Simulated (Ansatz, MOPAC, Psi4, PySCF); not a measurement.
Gas-phase reaction in SMILES: P (PH3) -> [PH2-] + H+

Wanted: gas-phase deprotonation energy (enthalpy at 298 K), in kcal/mol. Set-up: LANL2DZ with its own core potentials from Na on; no spin-orbit coupling; dispersion terms only where a functional's name holds one; frozen cores in correlated levels; 6-31G* and kin with 6d, 5d where marked; non-relativistic; 6-311+G** with 5d, 6d on Na to Ar in Ansatz (an electronic-structure program). CBS marks a two-point X^-3 extrapolation of the correlation energy; Hartree-Fock from the larger set. First-principles rows: single points at B3LYP-D3(BJ) geometries (Ansatz), with unscaled harmonic terms from B3LYP/6-31G* at its own minima. Semi-empirical rows: MOPAC heats of formation at their own minima for 298 K, the proton's as measured. Anions need diffuse functions, which STO-3G, LANL2DZ, def2-SVP, cc-pVDZ and Pople sets without + lack.

Coupled cluster (Ansatz) is a level with limits of its own, used here on species with T1 under 0.025 (0.045 for open shells) and stable references: CCSD(T)/CBS(aug-cc-pV(T+d)Z,aug-cc-pV(Q+d)Z).

Value to compare with, CCSD(T)/CBS(aug-cc-pV(T+d)Z,aug-cc-pV(Q+d)Z) (Ansatz): 366.7 kcal/mol.

```json
[
 {"level": "PM3", "program": "MOPAC", "gas-phase deprotonation energy (enthalpy at 298 K) (kcal/mol)": "351.0", "difference": "-15.7"},
 {"level": "MNDO", "program": "MOPAC", "gas-phase deprotonation energy (enthalpy at 298 K) (kcal/mol)": "361.9", "difference": "-4.8"},
 {"level": "HF/6-311+G**", "program": "Ansatz", "gas-phase deprotonation energy (enthalpy at 298 K) (kcal/mol)": "369.5", "difference": "2.8"},
 {"level": "PBE/LANL2DZ", "program": "Ansatz", "gas-phase deprotonation energy (enthalpy at 298 K) (kcal/mol)": "372.6", "difference": "5.9"},
 {"level": "BP86/def2-SVP", "program": "PySCF", "gas-phase deprotonation energy (enthalpy at 298 K) (kcal/mol)": "382.8", "difference": "16.1"},
 {"level": "BP86/6-31G* (5d)", "program": "PySCF", "gas-phase deprotonation energy (enthalpy at 298 K) (kcal/mol)": "375.8", "difference": "9.1"},
 {"level": "B3LYP/LANL2DZ", "program": "Ansatz", "gas-phase deprotonation energy (enthalpy at 298 K) (kcal/mol)": "373.9", "difference": "7.2"},
 {"level": "B3LYP/6-31G", "program": "Ansatz", "gas-phase deprotonation energy (enthalpy at 298 K) (kcal/mol)": "368.4", "difference": "1.7"},
 {"level": "B3LYP/6-31G**", "program": "Ansatz", "gas-phase deprotonation energy (enthalpy at 298 K) (kcal/mol)": "378.8", "difference": "12.1"},
 {"level": "B3LYP/6-311+G**", "program": "Ansatz", "gas-phase deprotonation energy (enthalpy at 298 K) (kcal/mol)": "366.4", "difference": "-0.3"},
 {"level": "M06-2X/6-311+G**", "program": "PySCF", "gas-phase deprotonation energy (enthalpy at 298 K) (kcal/mol)": "365.2", "difference": "-1.5"},
 {"level": "wB97X-D/6-31G*", "program": "Psi4", "gas-phase deprotonation energy (enthalpy at 298 K) (kcal/mol)": "377.4", "difference": "10.7"},
 {"level": "MP2/STO-3G", "program": "Ansatz", "gas-phase deprotonation energy (enthalpy at 298 K) (kcal/mol)": "527.7", "difference": "161.0"},
 {"level": "wB97X-V/def2-TZVPD", "program": "Ansatz", "gas-phase deprotonation energy (enthalpy at 298 K) (kcal/mol)": "372.7", "difference": "6.0"}
]
```

Among the 13 habitual levels, MP2/STO-3G lies farthest from CCSD(T)/CBS(aug-cc-pV(T+d)Z,aug-cc-pV(Q+d)Z) (Ansatz) (161.0 kcal/mol) and B3LYP/6-311+G** nearest (-0.3); 9 of 13 lie above it, and their mean absolute difference is 19.1 kcal/mol, the median 7.2. One case shows no general order.

The levels are drawn from those run, B3LYP/6-31G* more often than the rest, none by its result; runs whose electronic state is in doubt are left out.
